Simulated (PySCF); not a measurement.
Compound: tetrahydroborate, BH4 (charge -1).
Atom-mapped SMILES: `[BH4-:1]` (hydrogens: H2, H3, H4, H5 on B1)

Method: PySCF 2.14.0, PBE0-D3(BJ)/def2-TZVP geometry optimisation, gas phase; density fitting, grid level 2; the optimiser is geomeTRIC in internal coordinates, started from a GFN2-xTB structure with every atom displaced at random (about 0.01 Å).

Step 0: E = -740.5791 eV
```
atom  x, y, z in Å  |  force x, y, z in eV/Å
B1      0.0223   -0.0250    0.0006   -0.573   0.511  -0.385
H2     -0.7884   -0.8277   -0.4699   -0.037  -0.078  -0.055
H3      0.1453   -0.2221    1.1853    0.182  -0.156   0.555
H4     -0.4226    1.1332   -0.1565   -0.005  -0.138   0.012
H5      1.0769   -0.0925   -0.5974    0.434  -0.139  -0.127
```

Q: Estimate the geometry and energy of step 1. (The exact step hangs on the optimiser's Hessian estimate; all steps are aligned on step 0, rigid shifts and turns removed.)

A: E = -740.5990 eV, largest force 0.216 eV/Å
```
atom  x, y, z in Å  |  force x, y, z in eV/Å
B1      0.0053   -0.0076   -0.0098    0.151  -0.075   0.136
H2     -0.7934   -0.8261   -0.4779   -0.023  -0.032  -0.021
H3      0.1598   -0.2290    1.2082    0.006   0.012  -0.159
H4     -0.4348    1.1329   -0.1598   -0.057   0.110  -0.020
H5      1.0967   -0.1042   -0.5985   -0.076  -0.016   0.064
```

The energy changes by -0.0199 eV. The first-order estimate −F·Δx gives -0.0500 eV and the mean of the old and new forces, exact on a quadratic surface, -0.0203 eV. The step makes an angle of 26° with the force vector and moves no atom by more than 0.028 Å.

The cost below is that of the whole optimisation. Hardware: one thread of an Arm Neoverse N1, shared host with 64 logical CPUs at a one-minute load of 57. Cost: 4.3 s wall, 0.28 GiB resident at most.
